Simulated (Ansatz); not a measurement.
System: α-phase B. Method: rVV10 (Ansatz, a first-principles code, plane waves, PAW).

Run with plane-wave cutoff 520 eV, 8×8×8 k mesh, Fermi–Dirac smearing 0.01 eV, scalar-relativistic PAW data made under PBE.

Shape and atoms are relaxed at each volume.

Pressure at four volumes; x = ln(V/7.264 Å³). One pressure is withheld.

| V (Å³/atom) | x | P (GPa) |
|---|---|---|
| 6.974 | -0.0407 | ? |
| 7.119 | -0.0202 | 4.34 |
| 7.264 | 0.0000 | -0.01 |
| 7.555 | 0.0393 | -7.49 |

**Question.** Pass a parabola P(x) through the three rows shown, estimate the bulk modulus and its pressure derivative near zero pressure, and predict the withheld pressure.

**Answer.** Slopes between the rows: (-0.01 − (4.34))/(0.0000 − (-0.0202)) = -215.35 and (-7.49 − (-0.01))/(0.0393 − (0.0000)) = -190.33 GPa. Their difference over the span 0.0595 is c = 25.02/0.0595 = 420.5 GPa, so P(x) = 4.34 + (-215.35)(x − (-0.0202)) + 420.5 (x − (-0.0202))(x − (0.0000)). At the middle row B = −dP/dx = −[-215.35 + 420.5 × 0.0202] = 206.9 GPa, and B′ = dB/dP = 2c/B = 4.1. At x = -0.0407 the parabola gives 9.11 GPa; the run gives 9.14 GPa. The Birch–Murnaghan fit to the energies at all volumes has B0 = 207 GPa and B′ = 4.0.

Measured, for comparison: bulk modulus 224 ± 7 GPa (room temperature, not corrected to a static lattice; as tabulated in Cherednichenko and Solozhenko (2017), arXiv:1709.01104). Computed (rounded) less measured: bulk modulus -8 %.

Note: the bulk modulus comes from volumes at which shape and atoms were relaxed.
